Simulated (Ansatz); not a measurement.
# CH₄ (singlet): wave-function methods side by side at scale of all distances = 1.989, 6-31G

How much of the correlation energy of CH₄ (singlet) does each wave-function method recover here?

The runs use Ansatz 0.2.0, Gaussian basis; 6-31G, core rule «outside noble gas», up to 1 orbitals frozen.

Plan: UHF; CCSD(T) on RHF; CCSD(T) on UHF; BCCD(T) on RHF; CISD; CCSDT(Q) on RHF; CCSDT(Q) on UHF; CISDTQ; CCSDTQ on RHF; CCSDTQ on UHF; CASSCF and MRCISD+Q, 2 electrons in 2 orbitals; CASSCF and NEVPT2, 2 electrons in 2 orbitals; CASSCF and MRCISD+Q, 8 electrons in 8 orbitals; CASSCF and NEVPT2, 8 electrons in 8 orbitals; Full CI.

16 further runs of the same task are left out: 2 for a known fault of the program, 12 that didn't finish, 2 set aside as unsound or not needed. Runs told in other sessions of the task aren't counted.

## 1. The system

The geometry derives from a PBE0/def2-TZVP stationary point (not a proven minimum). All distances are scaled together.

5 atoms, charge 0, spin multiplicity 1.

Atoms are counted from 1 here; the program's logs count them from 0.

No contacts short enough for the rule that draws bonds.

## 2. UHF

in.yaml

```yaml
crystal:
  periodic: [false, false, false]
  atoms:
    - {symbol: C, position_ang: [0.000000, 0.000000, 0.000000]}
    - {symbol: H, position_ang: [1.249166, 1.253091, 1.251523]}
    - {symbol: H, position_ang: [-1.256215, -1.246569, 1.250981]}
    - {symbol: H, position_ang: [-1.246296, 1.249421, -1.258037]}
    - {symbol: H, position_ang: [1.253345, -1.255943, -1.244467]}
basis:
  gaussian: {orbitals: 6-31G}
magnetization: {spin_polarized: true, initial_magnetization: 0}
hamiltonian: {xc: hf}
output: {orbitals: {seedname: orbitals}}
```

On the command line:

```bash
$ ansatz run in.yaml --threads 1 --pin off --events-out ev --progress --plain --max-ram 2393MiB
```

Further steps of the session: CCSD(T) on RHF; CCSD(T) on UHF; BCCD(T) on RHF; CISD; CCSDT(Q) on RHF; CCSDT(Q) on UHF; CISDTQ; CCSDTQ on RHF; CCSDTQ on UHF; CASSCF and MRCISD+Q, 2 electrons in 2 orbitals; CASSCF and NEVPT2, 2 electrons in 2 orbitals; CASSCF and MRCISD+Q, 8 electrons in 8 orbitals; CASSCF and NEVPT2, 8 electrons in 8 orbitals; Full CI.

Before running them: what should the planned runs give, taken together? Wanted: FCI from the RHF energy; RMP2 from FCI; UMP2 from FCI; RCCSD from FCI; RCCSD(T) from FCI; UCCSD(T) from FCI; RCCSDT(Q) from FCI; NEVPT2 valence from FCI; MRCISD+Q valence from FCI.

**Answer**, as computed:

| quantity | value |
| --- | --- |
| FCI from the RHF energy | -8.8010 eV |
| RMP2 from FCI | +72.27 kcal/mol |
| UMP2 from FCI | +48.01 kcal/mol |
| RCCSD from FCI | +27.52 kcal/mol |
| RCCSD(T) from FCI | +6.78 kcal/mol |
| UCCSD(T) from FCI | +15.86 kcal/mol |
| RCCSDT(Q) from FCI | +0.53 kcal/mol |
| NEVPT2 valence from FCI | +4.51 kcal/mol |
| MRCISD+Q valence from FCI | +0.18 kcal/mol |
| levels within 1 kcal/mol (43 meV) | RCCSDT(Q), RCCSDTQ, MRCISD valence, MRCISD+Q valence |
| T1 diagnostic | 0.036 |
| effectively unpaired electrons | 2.46 |

What this shows: RCCSD(T) lands +6.78 kcal/mol from the yardstick (3.3 % of the correlation energy). CCSD(T) misses by +6.78 kcal/mol on the restricted determinant and by +15.86 kcal/mol on the unrestricted one; the two need not hold the same state or core. The occupations show strong static correlation (2.5 unpaired electrons where one determinant has 0). Of the multireference levels listed MRCISD+Q valence comes nearest in total energy (+0.18 kcal/mol), which doesn't show that its space is the better one. These misses are within one basis, not against nature.
